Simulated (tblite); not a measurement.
Species: C4H11P.
SMILES: `C=P(C)(C)C`

Computed values, GFN2-xTB/tblite, gas phase, harmonic and unscaled. Errors from tens to a few hundred cm⁻¹ against measured bands are possible.

Harmonic wavenumbers (cm⁻¹): 100.1, 147.3, 178.6, 203.3, 228.6, 254.4, 263.5, 295.9, 347.5, 610.9, 706.1, 734.5, 751.1, 757.0, 775.2, 789.3, 866.3, 873.7, 883.7, 946.2, 1024.2, 1303.0, 1305.6, 1311.4, 1401.7, 1414.9, 1425.4, 1433.1, 1439.3, 1440.0, 1453.4, 2955.3, 2966.2, 2995.0, 2995.4, 2997.9, 2998.7, 3005.9, 3007.1, 3009.9, 3014.6, 3018.6.

A = 3781, B = 3441, C = 3179 MHz; mass 90.060 u (most abundant isotopes); point group Cs, symmetry number 1.

**Question.** What is the zero-point energy?

**Answer.** ½Σν̃ = 29315 cm⁻¹ = 83.82 kcal/mol.

**Question.** What is S at 298.15 K and 1 bar for an ideal gas of classical rigid rotors and harmonic oscillators?

**Answer.** Translation 39.43, rotation 26.46, vibration 21.25: S = 87.1 cal/(mol K).

**Question.** And Cp and H(298.15 K) − H(0)?

**Answer.** Cp = 32.98 cal/(mol K), of which vibrations give 25.03 (their classical limit is 42 R = 83.5); H(298.15 K) − H(0) = 6.03 kcal/mol without the zero-point energy, 3.67 from vibrations.

**Question.** What must be added to the electronic energy to get the Gibbs energy at 298.15 K and 1 bar?

**Answer.** ZPE + [H(298.15 K) − H(0)] − T·S = 83.82 + 6.03 − 25.98 = 63.87 kcal/mol.

**Question.** How do the functions run with temperature in this model?

**Answer.** 
| T (K) | S (cal/(mol K)) | Cp (cal/(mol K)) | H − H(0) (kcal/mol) | G − H(0) (kcal/mol) | ln q(vib) |
| --- | --- | --- | --- | --- | --- |
| 150 | 69.1 | 21.0 | 2.04 | -8.32 | 1.51 |
| 250 | 81.7 | 29.1 | 4.54 | -15.88 | 3.51 |
| 400 | 97.9 | 40.6 | 9.79 | -29.38 | 6.62 |
| 600 | 116.7 | 52.2 | 19.15 | -50.89 | 10.73 |
| 900 | 140.3 | 64.0 | 36.70 | -89.56 | 16.50 |

q(vib) and H(0) count from the zero-point level.

Hindered rotation and anharmonicity are outside this model.
